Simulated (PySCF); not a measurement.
Structure problem from calculated spectra and properties.

Formula: C4H3FS.

| Item | Value |
| --- | --- |
| Rotational structure | rotational constants A, B, C: 5.412, 3.239, 2.026 GHz [PBE0-D3(BJ)/def2-TZVP] |
| NMR, other nuclei | isotropic shieldings of nuclei other than C and H, by class: 311 (1 F), 314 (1 S) ppm [GIAO B97-2/pcSseg-2] |
| Dipole | 1.51 D [B97-2/pcSseg-2] |
| 1H NMR | chemical shifts (computed TMS as zero) by class: 6.94 (1 H), 6.68 (1 H), 6.62 (1 H) ppm [GIAO B97-2/pcSseg-2] |
| 13C NMR | chemical shifts (computed TMS as zero) by class: 179.6 (1 C), 129.9 (1 C), 119.3 (1 C), 111.9 (1 C) ppm [GIAO B97-2/pcSseg-2] |

Electronic properties: PySCF, gas phase, density fitting. Levels stand in brackets. Isolated species at its PBE0-D3(BJ)/def2-TZVP geometry, gas phase. NMR classes are plain means over equivalent atoms (diastereotopic ones count apart unless rotation or inversion swaps them), as if these changed places fast.

Task: Give a SMILES that accounts for the data.

Result: Numbering: `[F:1][c:2]1[cH:3][cH:4][cH:5][s:6]1`. Its formula, C4H3FS, gives 3 degrees of unsaturation: 1 ring and 2 π bonds in the structure found (Kekulé form). 4 carbons fall into 4 classes; from least to most shielded: aromatic C–F carbon [C2] (179.6 ppm), aromatic CH carbon [C4] (129.9 ppm), aromatic CH next to a ring sulfur [C5] (119.3 ppm), aromatic CH carbon [C3] (111.9 ppm). Hydrogen classes from least to most shielded: 1 H on an aromatic CH carbon, C4 (6.94 ppm), 1 H on an aromatic CH carbon, C3 (6.68 ppm), 1 H on an aromatic CH next to a ring sulfur, C5 (6.62 ppm). The other shieldings belong to: 311 ppm, aryl fluorine [F1]; 314 ppm, thiophene-type sulfur [S6]. The optimised geometry has point group Cs and is an asymmetric top. Structure: `Fc1cccs1`. Computed isomers that give other values at the same levels: `Fc1ccsc1` (13C chemical shifts (computed TMS as zero) by class: 168.8 (1 C), 132.3 (1 C), 123.2 (1 C), 109.6 (1 C) ppm). The assignments are read from this structure; whether some other isomer fits the data as well wasn't checked.
